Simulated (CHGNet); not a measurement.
## bcc V

Level of theory: the machine-learned potential CHGNet 0.3.0 (trained on PBE and PBE+U data).

Cell (relaxed at this level):

```cif
data_V2
_chemical_formula_sum 'V2'
_space_group_name_H-M_alt 'Im-3m'
_space_group_IT_number 229
_space_group_name_Hall '-I 4 2 3'
_cell_length_a 2.99636
_cell_length_b 2.99636
_cell_length_c 2.99636
_cell_angle_alpha 90.000
_cell_angle_beta 90.000
_cell_angle_gamma 90.000
loop_
_atom_site_label
_atom_site_type_symbol
_atom_site_symmetry_multiplicity
_atom_site_Wyckoff_symbol
_atom_site_fract_x
_atom_site_fract_y
_atom_site_fract_z
_atom_site_occupancy
V1 V 2 a 0.00000 0.00000 0.00000 1
```
(The calculation used a cell of 1 atom; values per cell refer to that cell.)

| Quantity | Result |
|---|---|
| vacancy formation energy | 1.73 eV |

Measured, for comparison: vacancy formation energy 2.15 ± 0.05 eV (midpoint of the printed range, monovacancy, our sources range from 2.07 to 2.15; as tabulated in Byggmästar et al. (2020), arXiv:2006.14365). Computed (rounded) less measured: vacancy formation energy -0.42 eV (-0.34 eV to -0.42 eV over the range).

A machine-learned potential is trained on density-functional data: it inherits that level's misses and adds fitting errors of its own.
